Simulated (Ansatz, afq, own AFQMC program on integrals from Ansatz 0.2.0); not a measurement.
## CN, doublet: AFQMC among the cluster methods

```yaml
atoms:
  - { symbol: N, position_ang: [0.0000, 0.0000, 0.0000] }
  - { symbol: C, position_ang: [0.0000, 0.0000, 1.1601] }
```

Basis 6-31G. Noble-gas cores (and the filled d shells of Ga–Kr and In–Xe) are frozen. Integrals, coupled cluster, full CI and functionals: Ansatz 0.2.0; the random walks run on the same integrals in our own AFQMC program. ph-AFQMC/CISD is guided by a CISD state made of CCSD amplitudes; releasing the constraint for a short imaginary time cuts its bias at the price of noise, slowly where states lie close. Free AFQMC starts from the CCSD state and is never constrained. Its projection time is finite, and what remains of the start isn't in its error. Uncertainties: one standard error, sampling alone.

Determinant: ROHF, the one that the program's search chose, which needn't be the lowest solution. The geometry is a PBE0/def2-TZVP stationary point of this or a neighbouring charge and spin state.

Full CI on the same integrals is exact in this basis and with this determinant's frozen core.

Cautions: a spin-contaminated unrestricted determinant lies lower (UHF 573 meV lower, ⟨S²⟩ 1.22); strong correlation (T1 0.055, weight of the determinant 0.85, largest double 0.11); the released energies have errors that jump between times, so the bars are unsure, so no released level is given (meV from the phaseless value at times in 1/Eh: -52 ± 39 at 0.24, -35 ± 4 at 0.51, -58.1 ± 2.5 at 0.99, -61 ± 3 at 1.62, -68 ± 4 at 2.40), though the last usable value meets full CI within the noise.

```
T1 diagnostic                               : 0.0554
weight of the determinant in the CISD state : 0.846
size of the correlated space                : 9 electrons in 16 orbitals
```

| level | correlation energy (eV) |
| --- | --- |
| MP2 | -5.6191 |
| CCSD | -5.7615 |
| CCSD(T) | -5.9749 |

Question: Estimate where free-projection AFQMC lies against CCSD(T) on the same integrals.

Answer: 78.6 ± 9.1 meV below CCSD(T).

Reference: full CI, correlation energy -6.044 eV.

| level | E − E(reference) (meV) | share of correlation (%) |
| --- | --- | --- |
| CCSD(T) | 69.4 | 98.85 |
| CCSDT | 45.2 | 99.25 |
| CCSDT(Q) | 0.1 | 100.00 |
| CCSDTQ | 6.7 | 99.89 |
| ph-AFQMC/HF | 137.5 ± 24.0 | 97.73 |
| ph-AFQMC/CISD | 72.0 ± 4.6 | 98.81 |
| free AFQMC | -9.2 ± 9.1 | 100.15 |

CCSDT and higher add their correlation energy to the determinant of the CCSD(T) run, since their own runs factorise the integrals more tightly (a shift of under 2 meV). Free projections are given only where their last times agree within the noise and don't stop above the reference; a slow remainder of the start can still hide under it. A walk keeps the symmetry of its determinant, which the program's search chose and which needn't be the lowest solution, so a lower state of the same spin and another symmetry isn't excluded.
